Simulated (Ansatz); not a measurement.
CH3ClO2, SMILES `OC(O)Cl`. Total charge 0; spin multiplicity 1.

```xyz
7

O     0.7098   -0.4846    0.8642
C     0.0627    0.3514   -0.0265
O    -1.0770   -0.1960   -0.5499
Cl    1.2737    0.7186   -1.2984
H     0.0901   -0.6724    1.5787
H    -0.2200    1.3108    0.4104
H    -0.8394   -1.0279   -0.9785
```

(1) Give the diagnostics of a CCSD(T)/def2-TZVPP run (frozen core, the Gaussian-basis code of Ansatz). (An estimate is asked.)

Results:

(1) The calculation gave: T1 = 0.0109, largest single amplitude 0.018, largest double 0.022, (T) share of the correlation energy 3.8 %, 9 CCSD cycles. The RHF solution is stable towards an unrestricted one. T1 lies under the customary mark of 0.02 for closed shells.
